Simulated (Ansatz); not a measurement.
One elementary step

Start structure (CH7OSi, doublet), relaxed at PBE0-D4/def2-TZVP:

H1  (0.432, 1.110, -2.131)
Si2  (1.303, 0.905, -0.951)
O3  (-1.464, -0.229, -0.171)
C4  (-1.320, -0.894, 1.002)
H5  (1.439, -0.542, -0.643)
H6  (0.769, 1.625, 0.233)
H7  (2.658, 1.444, -1.253)
H8  (-2.236, -0.899, 1.609)
H9  (-0.446, -0.570, 1.585)
H10  (-1.133, -1.949, 0.719)
(Å)

The step: CH₃O ([CH3][O]) + SiH₄ → CH₄O ([CH3][OH]) + SiH₃; bonds formed: H1–O3; bonds broken: H1–Si2. Ansatz 0.2.0; basis: def2-TZVPP and def2-QZVPP; cores frozen in the correlated methods; orbitals are unrestricted. Extrapolation: Hartree–Fock as exp(−7.88 √X), correlation as X^−2.97. Energies below are by CCSD(T) at an estimated basis limit (MP2 extrapolated from triple and quadruple zeta, plus CCSD(T) − MP2 in triple zeta).

(1) What are the electronic barrier and the energy of the step, from the start structure to the end structure? (Judge from chemistry; the value comes from the calculation.)

The T1 diagnostic stays at or below 0.022. ⟨S²⟩ of the unrestricted Hartree–Fock references: 0.75 to 0.77 (a pure state has 0.75).

Answers

(1) The calculation gives: Barrier 0.344 eV; step energy -0.732 eV (downhill); reverse barrier, their difference, 1.077 eV. Barrier and step energy count from the start structure, the reverse barrier from the end structure.

The saddle point: One imaginary mode of 586i cm⁻¹.
```csv
pair,start (Å),saddle (Å),end (Å)
H1–O3,3.04,1.46,0.96
H1–Si2,1.48,1.57,3.18
```

Zero-point energy (harmonic, PBE0-D4): ZPE is 1.884 eV at the start and 1.842 eV at the saddle, so the barrier goes from 0.344 to 0.302 eV.

Radical steps of this kind take place in plasma deposition and etching.

Labels in which every atom is bracketed show which atoms are joined, not bond orders.

For scale, one of the runs: CCSD(T)/def2-TZVPP, 202 basis functions, launched by `ansatz run in.yaml --threads 4 --pin off --events-out ev --progress --plain --max-ram 9574MiB`. The run took 110 s on 4 CPU threads of an AMD EPYC 7R43 (shared host), with 6.5 GiB of host memory at its peak.
